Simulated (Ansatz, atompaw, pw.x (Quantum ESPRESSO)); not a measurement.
lithium (bcc): variants of one PAW (atompaw) potential in the solid

| Item | Value |
| --- | --- |
| Element | lithium (Li) |
| Generator | atompaw 4.2.0.5 |
| Type | PAW |
| Functional | LDA (PW92) |
| Relativity | scalar-relativistic |
| Frozen core | none |
| Valence charge | 3 |
| Reference configuration | 1s2 2s1 2p0 |
| Partial waves | 1s (bound): rc 0.70 bohr; 2s (bound): rc 3.00 bohr; 2p (bound, empty): rc 3.00 bohr; 2p channel at 1.95 Ry: rc 3.00 bohr; 3d channel at -0.05 Ry: rc 3.00 bohr |
| Local potential | bessel scheme, radius 2.10 bohr |
| Core correction | none |
| Augmentation charge | besselshape compensation charge, radius 2.85 bohr; PAW radius 3.00 bohr; waves and projectors: custom rrkj vanderbiltortho |

Crystal test: bcc Li in pw.x 7.5, no spin, 14³ k-points, Fermi–Dirac smearing 0.01 Ry, cutoffs set for each file from its atomic test. The reference is all-electron LAPW (Ansatz 0.2.0) with the same functional, mesh and smearing; V0 and B0 come from Birch–Murnaghan fits to the pressures at five volumes. Errors are pseudo minus all-electron; Δ is the rms difference of the E(V) curves that follow from these fits, minima aligned, over ±6 % about the mean V0. Mesh and smearing are coarse, so the numbers serve the comparison and aren't converged zero-temperature values; the lattice is a test structure that the element need not adopt.

All-electron: a0 = 3.366 Å (V0 = 19.06 Å³/atom), B0 = 15.0 GPa.

Base: The largest radius (3.00 bohr) exceeds half the bond length (2.76 bohr), so the spheres overlap, which is one possible source of error among others. This is a poor potential for the solid.

3 further variants are left out: they gave no file fit for a test, a broken result, the same result as the base, or pressures whose basis-set error rivals the error shown.

A dash in a converged row means that the minimum lies outside the volumes sampled.

| change | cutoffs (Ry) | pw.x | a0 (Å) | a0 error (%) | B0 error (%) | Δ (meV/atom) | mean pressure error (GPa) |
| --- | --- | --- | --- | --- | --- | --- | --- |
| base | 145/900 | converged | 3.348 | -0.51 | +2.4 | 1.0 | -0.23 |
| core [He], valence charge 1; reference 2s1 2p0; waves now 2s (bound): rc 3.00 bohr; 2s channel at 2.5 Ry: rc 3.00 bohr; 2p (bound): rc 3.00 bohr; 2p channel at 4.55 Ry: rc 3.00 bohr; 3d channel at -0.2 Ry: rc 3.00 bohr; local potential bessel scheme, radius 2.05 bohr; core correction smooth core density matched at 1.55 bohr; augmentation besselshape compensation charge, radius 2.30 bohr; PAW radius 3.00 bohr; waves and projectors: custom rrkj vanderbiltortho | 40/400 | converged | – | – | – | – | +1.81 |

(1) Give the row for: augmentation sinc compensation charge, radius 2.85 bohr; PAW radius 3.00 bohr; waves and projectors: custom rrkj vanderbiltortho.

Results:

(1) pw.x: converged; mean pressure error (GPa): -0.20; a0 (Å): 3.350; a0 error (%): -0.45; B0 error (%): +2.1; Δ (meV/atom): 0.9.
